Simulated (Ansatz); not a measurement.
# AlHO2: taking an electron away

The task here is to estimate one member of a computed series from the others.

Computed with Ansatz 0.2.0, Gaussian basis. Level: unrestricted cation, the program's frozen cores in correlated methods.

Levels to be run: UKS PBE-D4/def2-TZVPP; UKS r2SCAN-D4/def2-TZVPP; UKS PBE0-D4/def2-TZVPP; UKS B3LYP-D4/def2-TZVPP; UKS wB97X-V/def2-TZVPP; UKS wB97M-V/def2-TZVPP; UKS B2PLYP/def2-TZVPP; UHF-CCSD(T)/def2-TZVPP; UHF-CCSD(T)/def2-QZVPP; extrapolation to the limit; then −ε(HOMO) from the neutral's earlier runs with LDA (SPW92), PBE-D4, revPBE-D4, BLYP-D4, r2SCAN-D4, B97M-V, PBE0-D4, B3LYP-D4, r2SCANh-D4, r2SCAN0-D4, HSE06-D4, BHLYP-D4, CAM-B3LYP-D4, LC-ωPBE, ωB97X-V, ωB97M-V.

### The relaxed structure

The geometry comes from an earlier relaxation with PBE0-D4 in a triple-zeta def2 set; it is a stationary point.

SMILES `[O]=[Al][OH]`, 4 atoms, charge 0, spin multiplicity 1.

Atoms are counted from 1 here; the program's logs count them from 0.

Bond lengths: O1–Al2 1.595 Å, Al2–O3 1.666 Å, O3–H4 0.954 Å. Angles: O1–Al2–O3 177.4°, Al2–O3–H4 132.2°.

Geometry (Å):

| atom | x (Å) | y (Å) | z (Å) |
| --- | --- | --- | --- |
| O1 | -1.6341 | -1.2866 | -0.7192 |
| Al2 | -0.4159 | -0.4289 | -0.1492 |
| O3 | 0.8802 | 0.4060 | 0.4830 |
| H4 | 1.1698 | 1.3095 | 0.3854 |

The first run:

Contents of in.yaml:

```yaml
crystal:
  periodic: [false, false, false]
  atoms:
    - {symbol: O, position_ang: [-1.634135, -1.286561, -0.719198]}
    - {symbol: Al, position_ang: [-0.415858, -0.428866, -0.149207]}
    - {symbol: O, position_ang: [0.880153, 0.405964, 0.483021]}
    - {symbol: H, position_ang: [1.169839, 1.309462, 0.385384]}
basis:
  gaussian: {orbitals: def2-TZVPP}
total_charge: 1
magnetization: {spin_polarized: true, initial_magnetization: 1}
hamiltonian: {xc: pbe, dispersion: d4}
```

Launch:

```bash
$ ansatz run in.yaml --threads 4 --pin off --events-out ev --progress --plain --max-ram 10444MiB
```

Steps of the session up to this table: Cation, UKS PBE-D4/def2-TZVPP; Cation, UKS r2SCAN-D4/def2-TZVPP; Cation, UKS PBE0-D4/def2-TZVPP; Cation, UKS B3LYP-D4/def2-TZVPP; Cation, UKS wB97X-V/def2-TZVPP; Cation, UKS wB97M-V/def2-TZVPP; Cation, UKS B2PLYP (frozen core)/def2-TZVPP; Cation, UHF-CCSD(T)/def2-TZVPP; Cation, UHF-CCSD(T)/def2-QZVPP.

One of the session's tables, all rows but one given; the rest of the session is left out.

For comparison, −ε(HOMO) of the neutral from earlier runs:

| functional | −ε(HOMO) (eV) |
| --- | --- |
| LDA (SPW92) | 6.37 |
| PBE-D4 | ? |
| revPBE-D4 | 6.07 |
| BLYP-D4 | 6.04 |
| r2SCAN-D4 | 6.37 |
| B97M-V | 6.34 |
| PBE0-D4 | 7.51 |
| B3LYP-D4 | 7.30 |
| r2SCANh-D4 | 6.89 |
| r2SCAN0-D4 | 7.69 |
| HSE06-D4 | 7.11 |
| BHLYP-D4 | 8.83 |
| CAM-B3LYP-D4 | 8.97 |
| LC-ωPBE | 10.29 |
| ωB97X-V | 9.94 |
| ωB97M-V | 9.91 |

Estimate the missing values for PBE-D4.

As computed: −ε(HOMO) (eV): 6.15. In the column «−ε(HOMO) (eV)» it lies between revPBE-D4 (6.07) and B97M-V (6.34).

To keep in mind: The cation may have settled in a state other than its lowest; no search over hole states beyond the program's own was made.
